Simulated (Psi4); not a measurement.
# SiH3 (silyl radical): a chain of runs

We compute a geometry optimisation (UPBE/3-21G), then the harmonic vibrations, then the energy (UCCSD(T)/def2-TZVP), then the excited states (TD-PBE/3-21G) of SiH3 (silyl radical). 

Program for the calculation: Psi4 1.11.

### 1 The molecule

SiH3 has 4 atoms, charge 0, and is taken as a doublet. As SMILES, `[SiH3]`. Geometry: relaxed at GFN2-xTB. The run starts from this shape.

Bond lengths: Si1–H2 1.449 Å, Si1–H3 1.449 Å, Si1–H4 1.448 Å. Angles: H2–Si1–H3 115.4°, H2–Si1–H4 115.4°, H3–Si1–H4 115.3°.

### 2 A structure relaxation at UPBE/3-21G (density fitting) (run 1)

The input, calc.py:

```python
import psi4

psi4.set_memory('1600 MB')
psi4.set_num_threads(1)
psi4.set_output_file('output.dat', False)

m = psi4.geometry("""
0 2
Si     0.206560    -0.018900    -0.115090
H      0.587110     0.661780     1.105640
H     -0.194960    -1.401590     0.043390
H     -0.598710     0.758710    -1.033940
""")

psi4.set_options({
    'basis': '3-21G',
    'reference': 'uks',
    'geom_maxiter': 60,
})

result = psi4.optimize('pbe')
print(f'pbe energy: {result:.10f} Eh')
print(m.to_string(dtype='xyz', units='Angstrom'))
```

On the command line:

```sh
$ python calc.py
```

output.dat:

```text
[...]
  Running in c1 symmetry.
[...]
  Nuclear repulsion =   15.992868637046458
[...]
  Multiplicity = 2
[...]
  Nalpha       = 9
  Nbeta        = 8
[...]
    Number of basis functions: 19
[...]
   @DF-UKS iter   1:  -289.48658453463901   -2.49794e-01   9.28606e-03 DIIS/ADIIS
[...]
   @DF-UKS iter   5:  -289.51768824253162   -2.27374e-12   8.23738e-09 DIIS
[...]
   @S^2 Observed:                7.517304033E-01
[...]
  @DF-UKS Final Energy:  -289.51768824253162
   => Energetics <=
    Nuclear Repulsion Energy =             15.3473271598846726
    One-Electron Energy =                -431.3216616248727178
    Two-Electron Energy =                 148.1811699584857820
    DFT Exchange-Correlation Energy =     -21.7245237360293721
    Empirical Dispersion Energy =           0.0000000000000000
    VV10 Nonlocal Energy =                  0.0000000000000000
    Total Energy =                       -289.5176882425316194
[...]
  -Total Gradient:
     Atom            X                  Y                   Z
    ------   -----------------  -----------------  -----------------
       1        0.000026260225    -0.000004408068    -0.000012463886
       2       -0.000006333386     0.000002317018     0.000000063996
       3       -0.000004733827     0.000001593466     0.000000801240
       4       -0.000004514743     0.000000205351     0.000002516886
[...]
    Final optimized geometry and variables:
    Molecular point group: c1
    Full point group: C1
    Geometry (in Angstrom), charge = 0, multiplicity = 2:
    SI           0.037730542669    -0.003455085960    -0.021065760165
    H            0.320723770224     0.701073291709     1.284926069015
    H           -0.477700778287    -1.406066674039     0.200478906096
    H           -0.890411761411     0.800905552580    -0.900625667513
[...]
```

On the terminal:

```text
Optimizer: Optimization complete!
pbe energy: -289.5176882425 Eh
4
0 2 H3Si
Si                    0.037730542669    -0.003455085960    -0.021065760165
H                     0.320723770224     0.701073291709     1.284926069015
H                    -0.477700778287    -1.406066674039     0.200478906096
H                    -0.890411761411     0.800905552580    -0.900625667513
```

Run time: 8.7 s. Hardware: 1 thread of Intel Xeon 6975P-C (Granite Rapids), shared host; peak memory 0.27 GiB.

Step by step:

```csv
step,energy from the first frame kept (eV),largest force (eV/Å)
0,0.0000,1.0951
1,-0.1010,0.3098
2,-0.1132,0.0609
3,-0.1138,0.0198
4,-0.1139,0.0040
5,-0.1139,0.0015
```

After the run. Bond lengths: Si1–H2 1.511 Å, Si1–H3 1.511 Å, Si1–H4 1.511 Å. Angles: H2–Si1–H3 111.7°, H2–Si1–H4 111.7°, H3–Si1–H4 111.7°.

### 3 Vibrational wavenumbers at UPBE/3-21G (density fitting) (run 2)

The input, run.py:

```python
import psi4

psi4.set_memory('1600 MB')
psi4.set_num_threads(1)
psi4.core.set_output_file('output.dat', False)

m = psi4.geometry("""
0 2
Si     0.217429    -0.019897    -0.121189
H      0.500423     0.684631     1.184802
H     -0.298002    -1.422509     0.100355
H     -0.710713     0.784463    -1.000749
units angstrom
""")

psi4.set_options({
    'reference': 'uks',
    't': 298.15,
    'rotational_symmetry_number': 3,
})

e = psi4.frequency('pbe/3-21G')
print(f'pbe/3-21G energy: {e:.10f} Eh')
for k in ('ZPVE', 'ENTHALPY', 'GIBBS FREE ENERGY'):
    print(f'{k}: {psi4.variable(k):.8f} Eh')
```

On the command line:

```sh
$ python run.py
```

output.dat:

```text
[...]
  Running in c1 symmetry.
[...]
  Nuclear repulsion =   15.347330620891439
[...]
  Multiplicity = 2
[...]
  Nalpha       = 9
  Nbeta        = 8
[...]
    Number of basis functions: 19
[...]
   @DF-UKS iter   1:  -289.49418602589805   -2.96527e-01   8.76027e-03 ADIIS/DIIS
[...]
   @DF-UKS iter  10:  -289.51768853639635   -5.68434e-14   6.68221e-10 DIIS
[...]
   @S^2 Observed:                7.517307729E-01
[...]
  @DF-UKS Final Energy:  -289.51768853639635
   => Energetics <=
    Nuclear Repulsion Energy =             15.3427089368707321
    One-Electron Energy =                -431.3122256064214071
    Two-Electron Energy =                 148.1760475099297309
    DFT Exchange-Correlation Energy =     -21.7242193767753875
    Empirical Dispersion Energy =           0.0000000000000000
    VV10 Nonlocal Energy =                  0.0000000000000000
    Total Energy =                       -289.5176885363963493
[...]
  -Total Gradient:
     Atom            X                  Y                   Z
    ------   -----------------  -----------------  -----------------
       1        0.000213224955    -0.000054290727     0.000133855608
       2        0.000008943969    -0.000054942545     0.000024476979
       3       -0.000004977865    -0.000079689128     0.000062109949
       4       -0.000204875753     0.000187347019    -0.000227407907
[...]
  ==> Harmonic Vibrational Analysis <==
[...]
  Freq [cm^-1]                 650.9829            875.5639            876.4931
[...]
  IR activ [km/mol]            41.7342             49.6088             49.6060
[...]
  Freq [cm^-1]                2103.6072           2158.3571           2158.4741
[...]
  IR activ [km/mol]             2.5487             118.1717            118.1831
[...]
  Total E_0, Enthalpy at 0 [K]                                                         -289.49758686 [Eh]
[...]
```

The script printed:

```text
pbe/3-21G energy: -289.5176882249 Eh
ZPVE: 0.02010136 Eh
ENTHALPY: -289.49355698 Eh
GIBBS FREE ENERGY: -289.51832150 Eh
```

It took 29 s on 1 thread of Intel Xeon 6975P-C (Granite Rapids), shared host; peak memory 0.26 GiB.

### 4 The energy at UCCSD(T)/def2-TZVP (run 3)

The input, input.dat:

```
memory 1600 MB

molecule {
  0 2
  Si     0.41088126    -0.03759988    -0.22901402
  H      0.94566242     1.29376509     2.23895129
  H     -0.56314216    -2.68815242     0.18964347
  H     -1.34305292     1.48242022    -1.89114153
  units au
  symmetry c1
}

set globals {
  reference       uhf
  scf_type        pk
  num_frozen_docc 5
}

e = energy("ccsd(t)/def2-TZVP")
print_variables()
```

On the command line:

```sh
$ psi4 -n 1 input.dat output.dat
```

output.dat:

```text
[...]
  Running in c1 symmetry.
[...]
  Nuclear repulsion =   15.347330636814551
[...]
  Multiplicity = 2
[...]
  Nalpha       = 9
  Nbeta        = 8
[...]
    Number of basis functions: 55
[...]
   @UHF iter   1:  -290.61054018663447   -5.37868e-01   3.08518e-03 DIIS/ADIIS
[...]
   @UHF iter  12:  -290.63549607312518   -3.41061e-12   4.65499e-09 DIIS
[...]
   @S^2 Observed:                7.549590432E-01
[...]
  @UHF Final Energy:  -290.63549607312518
   => Energetics <=
    Nuclear Repulsion Energy =             15.3473306368145508
    One-Electron Energy =                -432.9899616946115657
    Two-Electron Energy =                 127.0071349846718647
    Total Energy =                       -290.6354960731251822
  UHF NO Occupations:
  HONO-2 :    7  A 1.9997809
  HONO-1 :    8  A 1.9979617
[...]
 Multipole Moments:
 ------------------------------------------------------------------------------------
     Multipole            Electronic (a.u.)      Nuclear  (a.u.)        Total (a.u.)
 ------------------------------------------------------------------------------------
 L = 1.  Multiply by 2.5417464519 to convert [e a0] to [Debye]
 Dipole X            :          0.9961625           -0.9810712            0.0150913
 Dipole Y            :         -0.0912235            0.0898382           -0.0013853
 Dipole Z            :         -0.5561691            0.5477522           -0.0084170
 Magnitude           :                                                    0.0173353
[...]
      * MP2 total energy                      = -290.742793944992570
[...]
      * CCSD total energy                     = -290.770487385093190
[...]
      * CCSD(T) total energy                     = -290.773764846339020
[...]
```

It took 3.6 s on 1 thread of Intel Xeon 6975P-C (Granite Rapids), shared host; peak memory 0.28 GiB.

### 5 The vertical excitations at TD-PBE/3-21G (density fitting, save jk yes) (run 4)

The input, run.py:

```python
import psi4

psi4.set_memory(1600000000)
psi4.set_num_threads(1)
psi4.set_output_file('run.log', False)

m = psi4.geometry("""
0 2
Si
H 1 1.510648
H 1 1.510653 2 111.72494
H 1 1.510652 2 111.72369 3 125.99039
symmetry c1
""")

psi4.set_options({
    'basis': '3-21G',
    'reference': 'uks',
    'save_jk': True,
})

from psi4.driver.procrouting.response.scf_response import tdscf_excitations
e, wfn = psi4.energy('pbe', molecule=m, return_wfn=True)
states = tdscf_excitations(wfn, states=4, tda=False)
for k, s in enumerate(states, 1):
    print(f"root {k}: {s['EXCITATION ENERGY'] * 27.211386:.4f} eV  f = {s['OSCILLATOR STRENGTH (LEN)']:.4f}  {s['SYMMETRY']}")
print(f'total energy {e:.8f} hartree = {e * 27.211386:.5f} eV')
for k, v in sorted(psi4.core.scalar_variables().items()):
    print(f'{k:45s} {v:18.10f}')
```

On the command line:

```sh
$ python run.py
```

run.log:

```text
[...]
  Running in c1 symmetry.
[...]
  Nuclear repulsion =   15.347328516578578
[...]
  Multiplicity = 2
[...]
  Nalpha       = 9
  Nbeta        = 8
[...]
    Number of basis functions: 19
[...]
   @DF-UKS iter   1:  -289.49418607517669   -2.96527e-01   8.76026e-03 DIIS/ADIIS
[...]
   @DF-UKS iter   7:  -289.51768825909255   -3.85296e-09   1.98738e-07 DIIS
[...]
   @S^2 Observed:                7.517303877E-01
[...]
  @DF-UKS Final Energy:  -289.51768825909255
   => Energetics <=
    Nuclear Repulsion Energy =             15.3473285165785782
    One-Electron Energy =                -431.3216439424237478
    Two-Electron Energy =                 148.1811491408523693
    DFT Exchange-Correlation Energy =     -21.7245219740997584
    Empirical Dispersion Energy =           0.0000000000000000
    VV10 Nonlocal Energy =                  0.0000000000000000
    Total Energy =                       -289.5176882590925516
[...]
 Multipole Moments:
 ------------------------------------------------------------------------------------
     Multipole            Electronic (a.u.)      Nuclear  (a.u.)        Total (a.u.)
 ------------------------------------------------------------------------------------
 L = 1.  Multiply by 2.5417464519 to convert [e a0] to [Debye]
 Dipole X            :         -0.9412312            0.9598581            0.0186269
 Dipole Y            :         -0.4796668            0.4891640            0.0094972
 Dipole Z            :         -0.3252137            0.3316556            0.0064419
 Magnitude           :                                                    0.0218782
[...]
                                    Excitation Energy         Total Energy        Oscillator Strength             Rotatory Strength
[...]
Excited State    1 (1 A):   0.18436 au   247.14 nm f = 0.0013
[...]
```

The script printed:

```text
root 1: 5.0168 eV  f = 0.0013  A
root 2: 5.0168 eV  f = 0.0013  A
root 3: 6.2991 eV  f = 0.0429  A
root 4: 6.2992 eV  f = 0.0429  A
total energy -289.51768826 hartree = -7878.17757 eV
CURRENT ENERGY                                   -289.5176882591
CURRENT REFERENCE ENERGY                         -289.5176882591
DD SOLVATION ENERGY                                 0.0000000000
DFT FUNCTIONAL TOTAL ENERGY                      -289.5176882591
DFT TOTAL ENERGY                                 -289.5176882591
DFT VV10 ENERGY                                     0.0000000000
DFT XC ENERGY                                     -21.7245219741
GRID ELECTRONS ALPHA                                8.9999998887
GRID ELECTRONS BETA                                 7.9999996875
GRID ELECTRONS TOTAL                               16.9999995761
NUCLEAR REPULSION ENERGY                           15.3473285166
ONE-ELECTRON ENERGY                              -431.3216439424
PCM POLARIZATION ENERGY                             0.0000000000
PE ENERGY                                           0.0000000000
SCF ITERATION ENERGY                             -289.5176882591
SCF ITERATIONS                                      7.0000000000
SCF TOTAL ENERGY                                 -289.5176882591
TWO-ELECTRON ENERGY                               148.1811491409
XC GRID RADIAL POINTS                              75.0000000000
XC GRID SPHERICAL POINTS                          302.0000000000
XC GRID TOTAL POINTS                            87214.0000000000
```

Run time: 4.8 s. Hardware: 1 thread of Intel Xeon 6975P-C (Granite Rapids), shared host; peak memory 0.24 GiB.

The roots found:

```
excited state  energy (eV)  strength  label
            1        5.017    0.0013    A 1
            2        5.017    0.0013    A 1
            3        6.299    0.0429    A 1
            4        6.299    0.0429    A 1
```

### 6 Results

| quantity | value |
| --- | --- |
| run 1, UPBE/3-21G: total energy at the end | -289.51769 Eh |
| run 1, UPBE/3-21G: dipole moment | 0.06 D |
| run 1, UPBE/3-21G: HOMO energy (highest over α and β) | -5.28 eV |
| run 1, UPBE/3-21G: LUMO energy (lowest over α and β) | -3.52 eV |
| run 1, UPBE/3-21G: ⟨S²⟩ | 0.752 |
| run 2, UPBE/3-21G: lowest harmonic wavenumber | 651 cm⁻¹ |
| run 2, UPBE/3-21G: highest harmonic wavenumber | 2158 cm⁻¹ |
| run 2, UPBE/3-21G: zero-point energy | 52.8 kJ/mol |
| run 2, UPBE/3-21G: ideal-gas entropy at 298.15 K (symmetry number 3 as used) | 52.1 cal/(mol K) |
| run 3, UCCSD(T)/def2-TZVP: total energy | -290.77376 Eh |
| run 3, UCCSD(T)/def2-TZVP: HOMO energy (Hartree–Fock orbitals) (highest over α and β) | -9.15 eV |
| run 3, UCCSD(T)/def2-TZVP: LUMO energy (Hartree–Fock orbitals) (lowest over α and β) | 1.13 eV |
| run 3, UCCSD(T)/def2-TZVP: correlation energy (5 core orbitals frozen) | -138.3 mEh |
| run 3, UCCSD(T)/def2-TZVP: (T) correction | -3.28 mEh |
| run 3, UCCSD(T)/def2-TZVP: ⟨S²⟩ of the reference determinant | 0.755 |
| run 3, UCCSD(T)/def2-TZVP: T1 diagnostic | 0.022 |
| run 4, TD-PBE/3-21G: ground-state or mean-field energy | -289.51769 Eh |
| run 4, TD-PBE/3-21G: dipole moment (PBE Kohn–Sham density) | 0.06 D |
| run 4, TD-PBE/3-21G: HOMO energy (PBE Kohn–Sham orbitals) (highest over α and β) | -5.28 eV |
| run 4, TD-PBE/3-21G: LUMO energy (PBE Kohn–Sham orbitals) (lowest over α and β) | -3.52 eV |
| run 4, TD-PBE/3-21G: ⟨S²⟩ of the reference determinant | 0.752 |
| run 4, TD-PBE/3-21G: lowest excitation energy | 5.02 eV |

What this shows: The optimisation (run 1, UPBE/3-21G) took 6 steps and changed the energy by -0.114 eV. All 6 modes (run 2, UPBE/3-21G) are real, so the shape is a minimum at this level. The triples (run 3, UCCSD(T)/def2-TZVP) make up 2.4 % of the correlation energy. The brightest of the 4 transitions from the ground state lies at 6.30 eV (197 nm, f = 0.086, degenerate roots summed); the lowest, at 5.02 eV, has f = 0.001. Roots above 5.3 eV lie over the negative of the HOMO energy, where those of Rydberg kind are poorly described; valence roots are less touched.
